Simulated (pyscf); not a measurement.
This saddle point was located with ωB97X-D3(BJ)/def2-SVP in PySCF.

```xyz
8

O      1.1265     0.9392     0.7023
Hf    -0.5252     0.0794     0.4446
Cl    -1.7387     0.4613     2.7029
Cl    -2.0020     1.6371    -0.4969
Cl    -0.2755    -1.3126    -1.4264
H      1.9505     1.4254     0.6523
Cl    -0.4012    -2.0752     1.8842
H     -1.1350    -0.9745     2.6816
```
Charge 0, spin multiplicity 1.

Surface: singlet, charge 0. Lowest wavenumbers (cm⁻¹): 430i, 16, 102, 124, 125.

Name the species on either side of this saddle.

`[OH][Hf]([Cl])([Cl])[Cl]` + `[ClH]` <-> `[OH][Hf]([Cl])([Cl])[Cl]` + `[ClH]`, a four-centre exchange read from left to right: Cl–Hf, Cl–H broken and Cl–Hf, Cl–H formed. At ωB97M-D3(BJ)/def2-TZVP it lies +31.4 kJ/mol from the left side and +31.4 kJ/mol from the right (each side as separated species at their lowest minima found). On the reactant side the descent ends in an adduct with a Cl–Hf contact, 24.4 kJ/mol under the separated species and 35.3 kJ/mol under the saddle at ωB97X-D3(BJ)/def2-TZVP. On the product side the descent ends in an adduct with a Cl–Hf contact, 24.5 kJ/mol under the separated species and 35.4 kJ/mol under the saddle at ωB97X-D3(BJ)/def2-TZVP. What is counted as formed (Cl–Hf) is already present as a longer contact in the reactant adduct; forming that adduct is a step of its own. What is counted as broken (Cl–Hf) persists as a longer contact in the product adduct; parting that adduct is a step of its own. At ωB97X-D3(BJ)/def2-TZVP the barrier from the zero used here is 10.9 kJ/mol. The same reactants have a lower exit, to Cl–Hf(Cl)(Cl)–Cl + H₂O (barrier +7.1 kJ/mol at ωB97M-D3(BJ)/def2-TZVP, against +31.4 kJ/mol here). One saddle was located; it need not be the lowest between these sides. Elements past Kr carry the def2 core potentials, without spin-orbit coupling.
